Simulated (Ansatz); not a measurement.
System: rock-salt TiC. Method: PBE (PAW; Ansatz, a first-principles code).

The input as run:

Ansatz 0.2 input:
```yaml
crystal:
  lattice:
    - [0.0, 2.1663590279, 2.1663590279]
    - [2.1663590279, 0.0, 2.1663590279]
    - [2.1663590279, 2.1663590279, 0.0]
  atoms:
    - { symbol: Ti, position: [0.0, 0.0, 0.0] }
    - { symbol: C, position: [0.5, 0.5, 0.5] }
basis:
  ecutwfc: 520
  ecutrho_ratio: 4
  xc_grid: 2
kpoints:
  mp_grid: { grid: [22, 22, 22] }
hamiltonian:
  xc: pbe
  dispersion: none
  pseudopotentials: { kind: paw }
scf:
  occupations: { method: fermi_dirac, width: 0.05 }
  convergence: { dr2_threshold: 0.0000000002 }
output:
  forces: true
  stress: true
  eigenvalues: true
```

The run printed, among other lines:

```
Crystal: 2 atoms, lattice volume = 20.334 Å³
Basis set: ecut = 520 eV, 537 PW (Γ), exchange–correlation on 48×48×48 points (8 copies of the dense FFT grid, shifted against one another)
Bands: 12, of which v1, the nominal top of the filled ones, is band 8 counted from 1 (7 counted from 0)
Symmetry: 48 space group operations
Space group: Fm-3m (ITA 225), of the structure as read, at distance tolerance 2.7e-5 Å
k-points: 328 of 10648
Functional: x = pbe(κ = 0.804, μ = 0.2195149727645171), c = pbe(β = 0.06672455060314922)
SCF iter   1: F=—  HF=-2752.277758 eV  |F-HF|=—  |Δ(HF+E_count)|=         —  Δρ=3.71e-3  dr2=1.86e-3
SCF iter   2: F=—  HF=-2752.277410 eV  |F-HF|=—  |Δ(HF+E_count)|=   3.49e-4  Δρ=2.35e-3  dr2=8.90e-4
  ...
SCF iter   5: F=—  HF=-2752.277296 eV  |F-HF|=—  |Δ(HF+E_count)|=   3.31e-8  Δρ=8.05e-6  dr2=1.12e-8
SCF iter   6: F=-2752.277296 eV  HF=-2752.277296 eV  |F-HF|=7.14e-11  |Δ(HF+E_count)|=  1.14e-10  Δρ=8.07e-7  dr2=1.11e-10
SCF 1 converged in 6 iterations: F = -2752.277296 eV  dr2 = 1.11e-10
SCF converged after 6 iterations
Free energy (F): -2752.277296 eV
Internal energy: -2752.274971 eV  (E = F + TS)
E sigma→0 (E₀):  -2752.276134 eV
Fermi energy:    14.674267 eV
--- Forces (eV/Å), atoms counted from 1 ---
  atom   1  Ti    -0.00000000    -0.00000000    -0.00000000
  atom   2  C      0.00000000     0.00000000     0.00000000
--- Stress (GPa, compression-positive) ---
       -0.000114       0.000000       0.000000
        0.000000      -0.000114      -0.000000
       -0.000000       0.000000      -0.000114
  P = ⅓ Tr σ = -0.0001 GPa (-0.001 kbar)
```
